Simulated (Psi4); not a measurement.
# F2 (SMILES FF) at MP3/cc-pVTZ

Aim: the vertical ionisation energy of F2 at MP3/cc-pVTZ, from 2 runs. 

The calculation is run with Psi4 1.11.

1 further run of the same task is left out (set aside as unsound or not needed).

### 1 The molecule

F2 has 2 atoms, charge 0, and is taken as a singlet. SMILES: `FF`. The coordinates come from a PBE0-D4/def2-TZVP relaxation.

Bond lengths: F1–F2 1.376 Å.

### 2 The energy at MP3/cc-pVTZ

Input file f2.xyz:

```xyz
2
F2
F     -0.583900     0.212400    -0.295000
F      0.583900    -0.212400     0.295000
```

Input file f2_ase.py:

```python
import numpy as np
from ase.calculators.psi4 import Psi4
from ase.io import read

mol = read('f2.xyz')
calc = Psi4(atoms=mol, method='mp3', basis='cc-pVTZ', memory='1600MB', num_threads=1, charge=0, multiplicity=1, label='calc')
calc.psi4.set_options({'puream': True, 'e_convergence': 1e-09, 'd_convergence': 1e-08, 'scf_type': 'pk', 'num_frozen_docc': 2, 'mp_type': 'conv'})
mol.calc = calc

print(f'energy: {mol.get_potential_energy():.6f} eV')
```

Command:

```sh
$ python f2_ase.py
```

calc.dat:

```text
[...]
  Running in c1 symmetry.
[...]
  Nuclear repulsion =   31.159450748216873
[...]
  Multiplicity = 1
[...]
  Nalpha       = 9
  Nbeta        = 9
[...]
    Number of basis functions: 60
[...]
   @RHF iter   1:  -198.73105997635491   -5.48197e-01   4.87315e-03 ADIIS/DIIS
[...]
   @RHF iter   8:  -198.75601330137548   -7.87281e-12   8.57955e-09 DIIS
[...]
    Orbital Energies [Eh]
    ---------------------
    Doubly Occupied:
       1A    -26.425196     2A    -26.424940     3A     -1.783228
       4A     -1.487078     5A     -0.816978     6A     -0.816978
       7A     -0.763551     8A     -0.657171     9A     -0.657171
[...]
  @RHF Final Energy:  -198.75601330137548
   => Energetics <=
    Nuclear Repulsion Energy =             31.1594507482168730
    One-Electron Energy =                -340.1663473915564282
    Two-Electron Energy =                 110.2508833419640553
    Total Energy =                       -198.7560133013754751
[...]
 Multipole Moments:
 ------------------------------------------------------------------------------------
     Multipole            Electronic (a.u.)      Nuclear  (a.u.)        Total (a.u.)
 ------------------------------------------------------------------------------------
 L = 1.  Multiply by 2.5417464519 to convert [e a0] to [Debye]
 Dipole X            :         -0.0000000            0.0000000           -0.0000000
 Dipole Y            :          0.0000000            0.0000000            0.0000000
 Dipole Z            :         -0.0000000            0.0000000           -0.0000000
 Magnitude           :                                                    0.0000000
[...]
	SCS-MP2 Total Energy (a.u.)        :  -199.26435707348077
	SOS-MP2 Total Energy (a.u.)        :  -199.25938555944941
[...]
	SOS-PI-MP2 Total Energy (a.u.)     :  -199.29810650237818
[...]
	MP2 Total Energy (a.u.)            :  -199.27430010154353
[...]
	SCS-MP3 Total Energy (a.u.)        :  -199.26404400900861
[...]
	MP3 Total Energy (a.u.)            :  -199.27304784365492
[...]
```

On the terminal:

```text
energy: -5422.495829 eV
```

Wall time 2.6 s (1 thread of Intel Xeon 6975P-C (Granite Rapids), shared host); peak memory 0.33 GiB.

### 3 The doublet cation, same level

f2.xyz is that of step 2.

Input file job.py:

```python
import psi4

psi4.set_memory('1600 MB')
psi4.set_num_threads(1)
psi4.core.set_output_file('f2.out', False)

with open('f2.xyz') as f:
    atoms = ''.join(f.readlines()[2:])
mol = psi4.geometry('1 2\n' + atoms + 'symmetry c1\nno_reorient\nno_com')

options = {'basis': 'cc-pVTZ', 'reference': 'uhf', 'puream': True, 'e_convergence': 1e-09, 'd_convergence': 1e-08, 'scf_type': 'pk', 'num_frozen_docc': 2, 'maxiter': 200, 'mp_type': 'conv'}
psi4.set_options(options)

e_tot, wfn = psi4.energy("mp3", molecule=mol, return_wfn=True)
print(f'mp3 energy: {e_tot:.10f} Eh')
```

Command:

```sh
$ python job.py
```

f2.out:

```text
[...]
  Running in c1 symmetry.
[...]
  Nuclear repulsion =   31.159450748216873
[...]
  Multiplicity = 2
[...]
  Nalpha       = 9
  Nbeta        = 8
[...]
    Number of basis functions: 60
[...]
   @UHF iter   1:  -198.04087343556961    1.41990e-01   1.01952e-02 DIIS/ADIIS
[...]
   @UHF iter  11:  -198.16961917583458   -2.84217e-13   1.40252e-09 DIIS
[...]
   @S^2 Observed:                7.684704748E-01
[...]
    Orbital Energies [Eh]
    ---------------------
    Alpha Occupied:
       1A    -27.015366     2A    -27.015085     3A     -2.324301
       4A     -2.031852     5A     -1.392937     6A     -1.328912
       7A     -1.268316     8A     -1.252103     9A     -1.181941
    Alpha Virtual:
      10A     -0.382238    11A      0.448458    12A      0.468026
      13A      0.474487    14A      0.602327    15A      0.605890
      16A      0.628383    17A      0.733596    18A      1.326287
      19A      1.408747    20A      1.435974    21A      1.609526
      22A      1.609964    23A      1.865522    24A      1.865816
      25A      1.958267    26A      2.381571    27A      2.414336
[...]
  @UHF Final Energy:  -198.16961917583458
   => Energetics <=
    Nuclear Repulsion Energy =             31.1594507482168730
    One-Electron Energy =                -330.9971681392817118
    Two-Electron Energy =                 101.6680982152302306
    Total Energy =                       -198.1696191758345833
  UHF NO Occupations:
  HONO-2 :    7  A 1.9992479
  HONO-1 :    8  A 1.9921002
[...]
 Multipole Moments:
 ------------------------------------------------------------------------------------
     Multipole            Electronic (a.u.)      Nuclear  (a.u.)        Total (a.u.)
 ------------------------------------------------------------------------------------
 L = 1.  Multiply by 2.5417464519 to convert [e a0] to [Debye]
 Dipole X            :          0.0000000            0.0000000            0.0000000
 Dipole Y            :         -0.0000000            0.0000000           -0.0000000
 Dipole Z            :          0.0000000            0.0000000            0.0000000
 Magnitude           :                                                    0.0000000
[...]
	SCS-MP2 Total Energy (a.u.)        :  -198.69641250126028
	SOS-MP2 Total Energy (a.u.)        :  -198.68713669055396
[...]
	SOS-PI-MP2 Total Energy (a.u.)     :  -198.72694573014775
[...]
	MP2 Total Energy (a.u.)            :  -198.71496412267300
[...]
	SCS-MP3 Total Energy (a.u.)        :  -198.69059504513834
[...]
	MP3 Total Energy (a.u.)            :  -198.69169429818521
[...]
```

Standard output:

```text
mp3 energy: -198.6916942982 Eh
```

Wall time 3.6 s (1 thread of Intel Xeon 6975P-C (Granite Rapids), shared host); peak memory 0.34 GiB.

### 4 Summary of results

At MP3/cc-pVTZ, 2 core orbitals frozen:

| quantity | value |
| --- | --- |
| singlet F2: total energy | -199.27305 Eh |
| singlet F2: HOMO energy (Hartree–Fock orbitals) | -17.88 eV |
| singlet F2: LUMO energy (Hartree–Fock orbitals) | 3.37 eV |
| singlet F2: HOMO–LUMO gap (Hartree–Fock orbitals) | 21.25 eV |
| singlet F2: correlation energy (2 core orbitals frozen) | -517.0 mEh |
| doublet cation: total energy | -198.69169 Eh |
| doublet cation: HOMO energy (Hartree–Fock orbitals) (highest over α and β) | -28.66 eV |
| doublet cation: LUMO energy (Hartree–Fock orbitals) (lowest over α and β) | -14.22 eV |
| doublet cation: correlation energy (2 core orbitals frozen) | -522.1 mEh |
| doublet cation: ⟨S²⟩ of the reference determinant | 0.768 |
| vertical ionisation energy (to the doublet cation) | 15.819 eV |

**Reading.** The vertical ionisation energy comes to 15.82 eV (1526 kJ/mol).
